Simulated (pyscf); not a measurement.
HO–PH₂ + GaH₃ → PH₃ + HO–GaH₂, a four-centre exchange (singlet surface; O–P, Ga–H broken, H–P, Ga–O formed). PySCF, gas phase, ωB97X-D3(BJ)/def2-SVP geometries. MP2 and CC: frozen core, UHF for open shells. ΔMP2 is the change of the MP2 total energy from the triple- to the quadruple-zeta basis. Energies in kcal/mol from the separated reactants.

AM1 to PM7: differences of heats of formation from MOPAC, which are fitted to 298 K values and so differ in kind from electronic energies by zero-point and thermal terms. 

Question: Quick PM7 single points give ΔE‡ = 44.7 kcal/mol and ΔE = -11.0 kcal/mol. What does CCSD(T)/def2-TZVPP + ΔMP2(QZVPP) give, and how far is the quick result from it?

Answer: CCSD(T)/def2-TZVPP + ΔMP2(QZVPP) gives ΔE‡ = 13.1 kcal/mol and ΔE = -23.2 kcal/mol. PM7 lies 31.6 kcal/mol over it in the barrier and 12.2 kcal/mol over it in the reaction energy, so on this step it does not hold to within 3.0 kcal/mol. CCSD(T)/def2-TZVPP + ΔMP2(QZVPP) has limits of its own. On the reactant side the descent ends in an adduct with a Ga–O contact, 14.7 kcal/mol under the separated species and 26.1 kcal/mol under the saddle at ωB97X-D3(BJ)/def2-TZVP. What is counted as formed (Ga–O) is already present as a longer contact in the reactant adduct; forming that adduct is a step of its own. The same reactants have a lower exit, to H₂P–O–GaH₂ + H₂ (barrier +9.4 kcal/mol at ωB97M-D3(BJ)/def2-TZVP, against +14.7 kcal/mol here). One saddle was located; it need not be the lowest between these sides. The CCSD(T) − MP2 part came from Ansatz, without density fitting, on the same reference. The frozen core leaves the outer d or s,p core shells of the metals and heavy elements correlated in the MP2 and CC values, and def2-TZVPP describes them poorly, which can shift differences by a few kcal/mol. In the def2 sets elements up to Kr have no core potential.
